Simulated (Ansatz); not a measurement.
# H4Si2: the cost of one run

Computed with Ansatz 0.2.0 (the levels named in each step, unless a step's input says otherwise).

## 1. The system as given

Bond lengths: Si1–Si2 2.258 Å, Si1–H3 1.462 Å, Si1–H4 1.462 Å, Si2–H5 1.462 Å, Si2–H6 1.462 Å. Angles: Si1–Si2–H5 123.7°, Si1–Si2–H6 123.7°, H5–Si2–H6 112.6°, Si2–Si1–H3 123.7°, Si2–Si1–H4 123.7°, H3–Si1–H4 112.6°.

Coordinates:

```xyz
6

Si   -1.1287   -0.0033    0.0055
Si    1.1287    0.0033   -0.0056
H    -1.9432    1.2105    0.0453
H    -1.9365   -1.2218   -0.0262
H     1.9432   -1.2104   -0.0494
H     1.9365    1.2217    0.0303
```

## 2. A rough first relaxation, PBE-D4/def2-SVP

The input, input.yaml:

```yaml
crystal:
  periodic: [false, false, false]
  atoms:
    - { symbol: Si, position_ang: [-1.12874, -0.0033, 0.00552] }
    - { symbol: Si, position_ang: [1.12874, 0.0033, -0.00555] }
    - { symbol: H, position_ang: [-1.94323, 1.21047, 0.04526] }
    - { symbol: H, position_ang: [-1.93645, -1.22184, -0.02624] }
    - { symbol: H, position_ang: [1.94321, -1.21035, -0.04937] }
    - { symbol: H, position_ang: [1.93647, 1.22171, 0.03034] }
magnetization:
  spin_polarized: true
  initial_magnetization: 1
total_charge: 1
basis:
  gaussian: { orbitals: def2-SVP }
hamiltonian:
  xc: pbe
  dispersion: d4
relax:
  f_tol: 0.03
  max_steps: 200
```

On the command line:

```
$ ansatz run input.yaml --threads 4 --pin off --max-ram 10240MiB --backend cpu --events-out ev --progress --plain --runs-dir out
```

What time and memory should one allow on 4 threads of Intel Xeon Platinum 8375C at 2.90GHz (Ice Lake), shared host?

About 1.7 s, with a peak of 0.14 GiB.
